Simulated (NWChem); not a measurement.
# SiH3Cl (SMILES [SiH3]Cl) at wB97X/def2-TZVP, part 2 of 2

NWChem 7.3.0. Earlier steps stand in the parts before.

## Step 3: The doublet cation

mol.nw reads:

```
start mol
title "ClH3Si energy"
memory total 2200 mb
charge 1

geometry units angstroms noautosym nocenter noautoz
Si      -0.112000       0.018600      -0.030900
Cl       1.838300      -0.513500       0.329900
H       -0.950900      -0.488300       1.079100
H       -0.534700      -0.585700      -1.314900
H       -0.190800       1.495400      -0.104700
end

basis "ao basis" spherical bse
* library def2-TZVP
end

dft
xc wb97x
mult 2
grid fine
convergence energy 1e-08
iterations 100
mulliken
print low
end

task dft
```

The run is started by

```
$ nwchem mol.nw > mol.out
```

The program printed:

```text
Northwest Computational Chemistry Package (NWChem) 7.3.0
             --------------------------------------------------------

           Job information
           ---------------

    nwchem branch   = 7.3.0
    use scalapack   = T
    input           = mol.nw
    prefix          = mol.
    data base       = ./mol.db
    status          = startup
    nproc           =        1

           Memory information
           ------------------

    heap     =     72089600 doubles =      550.0 Mbytes
    stack    =     72089597 doubles =      550.0 Mbytes
    global   =    144179200 doubles =     1100.0 Mbytes (distinct from heap & stack)
    total    =    288358397 doubles =     2200.0 Mbytes
    verify   = yes
    hardfail = no

           Directory information
           ---------------------

  0 permanent = .
  0 scratch   = .

                                NWChem Input Module
                                -------------------

                                   ClH3Si energy
                                   -------------

 Scaling coordinates for geometry "geometry" by  1.889725989
 (inverse scale =  0.529177249)

                             Geometry "geometry" -> ""
                             -------------------------

 Output coordinates in angstroms (scale by  1.889725989 to convert to a.u.)

  No.       Tag          Charge          X              Y              Z
 ---- ---------------- ---------- -------------- -------------- --------------
    1 Si                  14.0000    -0.11200000     0.01860000    -0.03090000
    2 Cl                  17.0000     1.83830000    -0.51350000     0.32990000
    3 H                    1.0000    -0.95090000    -0.48830000     1.07910000
    4 H                    1.0000    -0.53470000    -0.58570000    -1.31490000
    5 H                    1.0000    -0.19080000     1.49540000    -0.10470000

      Atomic Mass
      -----------

      Si                27.976930
      Cl                34.968850
      H                  1.007825

 Effective nuclear repulsion energy (a.u.)      86.3372244702

            Nuclear Dipole moment (a.u.)
            ----------------------------
        X                 Y               Z
 ---------------- ---------------- ----------------
    52.9249888444   -15.2079478383     9.1372031000

            XYZ format geometry
            -------------------
     5
 geometry
 Si                   -0.11200000     0.01860000    -0.03090000
 Cl                    1.83830000    -0.51350000     0.32990000
 H                    -0.95090000    -0.48830000     1.07910000
 H                    -0.53470000    -0.58570000    -1.31490000
 H                    -0.19080000     1.49540000    -0.10470000

 ==============================================================================
                                internuclear distances
 ------------------------------------------------------------------------------
       center one      |      center two      | atomic units |  angstroms
 ------------------------------------------------------------------------------
    2 Cl               |   1 Si               |     3.88061  |     2.05353
    3 H                |   1 Si               |     2.79833  |     1.48081
    4 H                |   1 Si               |     2.79814  |     1.48071
    5 H                |   1 Si               |     2.79819  |     1.48074
 ------------------------------------------------------------------------------
                         number of included internuclear distances:          4
 ==============================================================================

 ==============================================================================
                                 internuclear angles
 ------------------------------------------------------------------------------
        center 1       |       center 2       |       center 3       |  degrees
 ------------------------------------------------------------------------------
    2 Cl               |   1 Si               |   3 H                |   108.52
    2 Cl               |   1 Si               |   4 H                |   108.53
    2 Cl               |   1 Si               |   5 H                |   108.53
    3 H                |   1 Si               |   4 H                |   110.40
    3 H                |   1 Si               |   5 H                |   110.40
    4 H                |   1 Si               |   5 H                |   110.40
 ------------------------------------------------------------------------------
                            number of included internuclear angles:          6
 ==============================================================================

 Summary of "ao basis" -> "" (spherical)
 ------------------------------------------------------------------------------
       Tag                 Description            Shells   Functions and Types
 ---------------- ------------------------------  ------  ---------------------
 *                         def2-TZVP                  on all atoms

                                 NWChem DFT Module
                                 -----------------

                                   ClH3Si energy

                      Basis "ao basis" -> "ao basis" (spherical)
                      -----
  [basis functions not shown]

 Summary of "ao basis" -> "ao basis" (spherical)
 ------------------------------------------------------------------------------
       Tag                 Description            Shells   Functions and Types
 ---------------- ------------------------------  ------  ---------------------
 Si                        def2-TZVP                13       37   5s5p2d1f
 Cl                        def2-TZVP                13       37   5s5p2d1f
 H                         def2-TZVP                 4        6   3s1p

  int_init: cando_txs set to always be  F
  Caching 1-el integrals
   Time after variat. SCF:      0.5

     ---------------------------------------------
      Total Density - Mulliken Population Analysis
     ---------------------------------------------

    Atom       Charge   Shell Charges
 -----------   ------   -------------------------------------------------------
    1 Si  14    13.50   2.00  0.62  1.36  1.08  0.35  4.23  1.63  0.52  1.21  0.26  0.09  0.10  0.03
    2 Cl  17    17.35   2.01  0.47  1.50  1.29  0.66  4.30  1.60  1.34  3.14  1.00  0.01  0.03  0.00
    3 H    1     0.56   0.14  0.31  0.11  0.01
    4 H    1     0.80   0.20  0.44  0.16  0.01
    5 H    1     0.79   0.19  0.43  0.15  0.01

     --------------------------------------------
      Spin Density - Mulliken Population Analysis
     --------------------------------------------

    Atom       Charge   Shell Charges
 -----------   ------   -------------------------------------------------------
    1 Si  14     0.43   0.00  0.00 -0.00  0.00  0.00  0.01 -0.01  0.08  0.25  0.06  0.02  0.01  0.00
    2 Cl  17     0.10   0.00  0.00 -0.00  0.00 -0.00  0.00 -0.00  0.03  0.06  0.01  0.00  0.00  0.00
    3 H    1     0.31   0.08  0.18  0.06  0.00
    4 H    1     0.07   0.02  0.04  0.01  0.00
    5 H    1     0.09   0.02  0.05  0.02  0.00
   Time prior to 1st pass:      0.5

           Memory utilization after 1st SCF pass:
           Heap Space remaining (MW):       37.07            37071728
          Stack Space remaining (MW):       72.09            72088660

   convergence    iter        energy       DeltaE   RMS-Dens  Diis-err    time
 ---------------- ----- ----------------- --------- --------- ---------  ------
 d= 0,ls=0.0,diis     1   -750.8950903990 -8.37D+02  6.36D-03  1.13D+00     4.2
                                                     7.58D-03  1.13D+00
 d= 0,ls=0.0,diis     2   -750.9520094146 -5.69D-02  4.02D-03  4.68D-01     7.9
                                                     4.34D-03  4.07D-01
 d= 0,ls=0.0,diis     3   -751.1037614356 -1.52D-01  7.73D-04  1.96D-02    11.6
                                                     1.24D-03  2.52D-02
 d= 0,ls=0.0,diis     4   -751.1168617369 -1.31D-02  2.86D-04  1.67D-03    15.2
                                                     3.38D-04  1.05D-03
 d= 0,ls=0.0,diis     5   -751.1184428984 -1.58D-03  2.31D-04  4.48D-04    19.4
                                                     3.19D-04  3.02D-04
  Resetting Diis
 d= 0,ls=0.0,diis     6   -751.1194271987 -9.84D-04  2.54D-04  1.59D-04    23.5
                                                     4.01D-04  1.25D-04
 d= 0,ls=0.0,diis     7   -751.1201891149 -7.62D-04  8.02D-05  5.49D-05    27.6
                                                     9.05D-05  4.22D-05
 d= 0,ls=0.0,diis     8   -751.1203086854 -1.20D-04  4.28D-05  1.38D-05    31.7
                                                     8.82D-05  2.44D-05
 d= 0,ls=0.0,diis     9   -751.1203886599 -8.00D-05  1.45D-04  2.11D-05    35.7
                                                     2.11D-04  1.58D-05
 d= 0,ls=0.0,diis    10   -751.1205001473 -1.11D-04  2.72D-05  8.35D-07    39.8
                                                     4.32D-05  1.08D-06
 d= 0,ls=0.0,diis    11   -751.1205051058 -4.96D-06  7.85D-06  9.73D-08    44.0
                                                     1.34D-05  1.10D-07
 d= 0,ls=0.0,diis    12   -751.1205055134 -4.08D-07  1.12D-06  6.14D-09    48.4
                                                     1.88D-06  8.50D-09
 d= 0,ls=0.0,diis    13   -751.1205055304 -1.70D-08  4.37D-07  1.03D-09    52.9
                                                     8.59D-07  1.78D-09
 d= 0,ls=0.0,diis    14   -751.1205055354 -4.98D-09  2.34D-07  2.11D-10    57.4
                                                     7.76D-07  7.37D-10

         Total DFT energy =     -751.120505535427
      One electron energy =    -1200.779113765147
           Coulomb energy =      413.283331592290
    Exchange-Corr. energy =      -49.961947832818
 Nuclear repulsion energy =       86.337224470250

 Numeric. integr. density =       33.000000468308

     Total iterative time =     57.0s

     ---------------------------------------------
      Total Density - Mulliken Population Analysis
     ---------------------------------------------

    Atom       Charge   Shell Charges
 -----------   ------   -------------------------------------------------------
    1 Si  14    13.72   2.00  0.57  1.39  0.95  0.38  4.13  1.68  0.60  1.45  0.25  0.13  0.16  0.03
    2 Cl  17    16.68   2.01  0.43  1.52  1.18  0.79  4.19  1.67  1.10  2.76  0.98  0.01  0.03  0.00
    3 H    1     0.83   0.22  0.49  0.11  0.01
    4 H    1     0.89   0.24  0.51  0.13  0.01
    5 H    1     0.88   0.23  0.51  0.13  0.01

     --------------------------------------------
      Spin Density - Mulliken Population Analysis
     --------------------------------------------

    Atom       Charge   Shell Charges
 -----------   ------   -------------------------------------------------------
    1 Si  14     0.01  -0.00 -0.00  0.00 -0.01 -0.02  0.00 -0.00  0.01 -0.01 -0.02  0.02  0.02  0.01
    2 Cl  17     0.72   0.00  0.00 -0.00  0.01 -0.00  0.03 -0.02  0.15  0.46  0.10 -0.00 -0.00 -0.00
    3 H    1     0.18   0.05  0.11  0.01  0.00
    4 H    1     0.04   0.01  0.03  0.00  0.00
    5 H    1     0.05   0.01  0.03  0.00  0.00

     -------------------------------------------
      Total Density - Lowdin Population Analysis
     -------------------------------------------

    Atom       Charge   Shell Charges
 -----------   ------   -------------------------------------------------------
    1 Si  14    13.86   2.00  0.84  1.10  0.60  0.37  3.85  1.87  0.72  1.25  0.60  0.13  0.43  0.11
    2 Cl  17    16.27   1.98  0.84  1.14  0.92  0.74  3.92  1.90  1.25  2.32  1.20  0.01  0.05  0.00
    3 H    1     0.92   0.23  0.42  0.24  0.03
    4 H    1     0.98   0.24  0.45  0.26  0.03
    5 H    1     0.97   0.24  0.45  0.26  0.03

     ------------------------------------------
      Spin Density - Lowdin Population Analysis
     ------------------------------------------

    Atom       Charge   Shell Charges
 -----------   ------   -------------------------------------------------------
    1 Si  14     0.11  -0.00 -0.00 -0.00 -0.01 -0.00  0.00  0.00  0.01  0.01 -0.01  0.02  0.07  0.02
    2 Cl  17     0.68  -0.00  0.00 -0.00  0.01 -0.00  0.04 -0.00  0.16  0.37  0.12 -0.00 -0.00 -0.00
    3 H    1     0.14   0.05  0.07  0.01 -0.00
    4 H    1     0.03   0.01  0.02  0.00 -0.00
    5 H    1     0.04   0.01  0.02  0.00 -0.00

     --------------------------
     Expectation value of S2:
     --------------------------
      <S2> =      0.7601 (Exact =     0.7500)

 Task  times  cpu:       57.4s     wall:       57.4s
 Total times  cpu:       57.5s     wall:       57.5s
```

Wall time 58 s (1 thread of Intel Xeon 6975P-C (Granite Rapids), shared host); peak memory 0.11 GiB.

## Step 4: Summary of results

The summary covers parts 1 to 2.

Level: wB97X/def2-TZVP.

```
                                          quantity          value
                      singlet SiH3Cl: total energy  -751.55095 Eh
                      doublet cation: total energy  -751.12051 Eh
                              doublet cation: ⟨S²⟩          0.760
vertical ionisation energy (to the doublet cation)      11.713 eV
```

Removing an electron at fixed nuclei costs 11.71 eV (1130 kJ/mol). Mulliken charges (singlet SiH3Cl) run from -0.24 on Cl2 to +0.32 on Si1.
